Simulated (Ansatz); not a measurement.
A made-up structure of AlSiH3Cl, doublet:

```
atom    x (Å)    y (Å)    z (Å)
 Si1  -0.4848   0.3168  -0.2643
 Al2   1.5801   0.1556   0.2806
 Cl3   1.6027  -1.6233   1.1504
  H4  -0.3306   0.4825  -1.7666
  H5  -1.5027  -0.8854   0.0581
  H6  -0.8647   1.5537   0.5418
```

It is relaxed with PBE-D4/def2-SVP and then PBE0-D4/def2-TZVP (Ansatz 0.2.0). Atoms count as bonded within 1.22 times the sum of their covalent radii (H–H: 0.88 Å). The end point is not checked to be a true minimum.

Question: Does its bonding change? (A judgement: the text doesn't fix the answer.)

Answer: By the calculation: No: no bond forms or breaks.

Where it ends: The first stage lowers the energy by 1.33 eV in 8 steps. It ends as AlSiH₃Cl ([SiH3][Al][Cl]):
Si1  (-0.594, 0.395, -0.328)
Al2  (1.743, -0.057, 0.414)
Cl3  (2.059, -1.907, 1.399)
H4  (-0.590, 0.650, -1.796)
H5  (-1.541, -0.715, -0.034)
H6  (-1.077, 1.634, 0.346)
(Å)

Labels in which every atom is bracketed show which atoms are joined, not bond orders.

For scale, one of the runs: PBE0-D4/def2-TZVP relaxation, 129 basis functions, launched by `ansatz run in.yaml --threads 2 --pin off --events-out ev --progress --plain --max-ram 4352MiB`. The run took about 24 s on 2 CPU threads of an Arm Neoverse V1 (shared host).
